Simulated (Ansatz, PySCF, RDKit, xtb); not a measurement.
# C2HS: a search for the lowest isomer

Given the formula C2HS (odd number of electrons) and nothing else, which arrangement of the atoms is the most stable in the gas at 298.15 K, and what are its properties?

Plan: many cheap relaxations first (GFN2-xTB), then density-functional screening, relaxation at B3LYP-D3(BJ)/def2-SVP, vibrations and a final energy. The numbers are computed, not measured.

3 further runs of the same task are left out: 3 set aside as unsound or not needed.

### Step 1. Candidates

All bonding patterns within simple valence rules are listed by program: one Lewis structure each, at most two rings and one unusual centre or charged pair. O–O, O–halogen and N–halogen bonds and N–N–N chains are not drawn. That gives 5 candidates.

| label | SMILES | spin |
| --- | --- | --- |
| c516 | [C]1=CS1 | doublet |
| c804 | C#C[S] | doublet |
| c820 | [C]#S#C | doublet |
| c824 | [C]#CS | doublet |
| c870 | [C]=C[S] | doublet |

Candidates are built by distance geometry, with a force field where one applies, in up to four conformers (letters a to d). 16 starts with atoms placed at random are added, to find patterns that the rules miss.

**Question.** With final energies at CCSD(T)/def2-TZVPP, which structure will this search put lowest in free energy, and by what margin?

| quantity | value |
| --- | --- |
| lowest structure found | C#C[S], doublet, C∞v |
| next finalist | [C]1=CS1, doublet, 26.4 kcal/mol higher in G |
| share at equilibrium, among the finalists | 100.0 % |
| harmonic wavenumbers, lowest and highest (B3LYP-D3(BJ)/def2-SVP) | 360 and 3456 cm⁻¹ |
| rotational constants, same geometry | 0.1939 cm⁻¹ |
| dipole moment (PBE0/def2-TZVPD) | 1.37 D |
| HOMO energy (highest over α and β) (PBE0/def2-TZVPD) | -6.78 eV |
| LUMO energy (lowest over α and β) (PBE0/def2-TZVPD) | -4.45 eV |
| lowest excitation (TD-B3LYP/def2-SVPD) | 0.11 eV (f = 0.000) |
| strongest of the states computed, same level | 3.66 eV (f = 0.033) |
| vertical ionisation energy (to the singlet cation) | 10.29 eV |
| vertical electron affinity | 2.39 eV |
| vertical quartet less doublet | +4.45 eV |

The search ends on `C#C[S]`. Among the finalists first place is clear (26.4 kcal/mol); structures outside the list aren't covered. GFN2-xTB, HF/STO-3G, r2SCAN-D4/def2-SVP, B3LYP-D3(BJ)/def2-SVP, HF/def2-TZVPP and MP2/def2-TZVPP already put its bonding pattern lowest among the structures in one piece. The lowest root, under 0.4 eV, can be the other component of a degenerate ground state rather than an excitation. The stability test raises a flag; for an open shell a flag towards a general spinor solution can be the free rotation of the spin. The search is not exhaustive (a finite list of starts, one conformer a finalist), so a lower isomer can't be ruled out.
